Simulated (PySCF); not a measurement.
C6H8 (triplet state).
SMILES: `C=C1[CH]CC[CH]1`

Structure optimised with GFN2-xTB, isolated species. This method treats the open shell by occupation alone, without spin polarisation.

Masses are those of the commonest isotopes; rigid-rotor values at the optimised geometry. 

Give the principal moments of inertia and the rotational constants in GHz.

Ia = 65.38, Ib = 150.53, Ic = 209.72 u·Å²; 505379 MHz·u·Å²/I gives 7730, 3357 and 2410 MHz, that is A = 7.7303, B = 3.3573, C = 2.4098 GHz.

What kind of rotor is it?

An asymmetric top; Ray's κ = -0.644.

What does the inertial defect say?

Not planar: Δ = Ic − Ia − Ib = -6.19 u·Å². For a rigid frame Δ = −2 Σ m c², so Σ m c² = 3.09 u·Å² lies off the ab plane, practically all of it from hydrogen. The atom farthest from that plane is 0.88 Å away.

Give the coordinates in the principal-axis frame, origin at the centre of mass.

The sense of each axis is arbitrary; atoms in the order of the calculation.
```json
{"atom": "C1", "mass (u)": "12.000", "a (Å)": "2.207", "b (Å)": "0.000", "c (Å)": "0.001"}
{"atom": "C2", "mass (u)": "12.000", "a (Å)": "0.818", "b (Å)": "0.000", "c (Å)": "-0.001"}
{"atom": "C3", "mass (u)": "12.000", "a (Å)": "-0.003", "b (Å)": "1.143", "c (Å)": "0.000"}
{"atom": "C4", "mass (u)": "12.000", "a (Å)": "-1.442", "b (Å)": "0.770", "c (Å)": "0.000"}
{"atom": "C5", "mass (u)": "12.000", "a (Å)": "-1.442", "b (Å)": "-0.770", "c (Å)": "0.001"}
{"atom": "C6", "mass (u)": "12.000", "a (Å)": "-0.003", "b (Å)": "-1.143", "c (Å)": "-0.001"}
{"atom": "H7", "mass (u)": "1.008", "a (Å)": "2.760", "b (Å)": "-0.921", "c (Å)": "-0.001"}
{"atom": "H8", "mass (u)": "1.008", "a (Å)": "2.760", "b (Å)": "0.921", "c (Å)": "0.004"}
{"atom": "H9", "mass (u)": "1.008", "a (Å)": "0.345", "b (Å)": "2.159", "c (Å)": "0.000"}
{"atom": "H10", "mass (u)": "1.008", "a (Å)": "-1.958", "b (Å)": "1.176", "c (Å)": "-0.877"}
{"atom": "H11", "mass (u)": "1.008", "a (Å)": "-1.958", "b (Å)": "1.179", "c (Å)": "0.875"}
{"atom": "H12", "mass (u)": "1.008", "a (Å)": "-1.961", "b (Å)": "-1.179", "c (Å)": "-0.872"}
{"atom": "H13", "mass (u)": "1.008", "a (Å)": "-1.956", "b (Å)": "-1.176", "c (Å)": "0.880"}
{"atom": "H14", "mass (u)": "1.008", "a (Å)": "0.344", "b (Å)": "-2.158", "c (Å)": "-0.002"}
```

For this open shell read J as N, the rotation without spin; fine and hyperfine splittings come on top. No GFN2-xTB frequencies stand behind this structure, so it isn't proved a minimum. No vibrational averaging or centrifugal distortion is included, and the geometry carries the error of its method.

All values are computed, not measured.
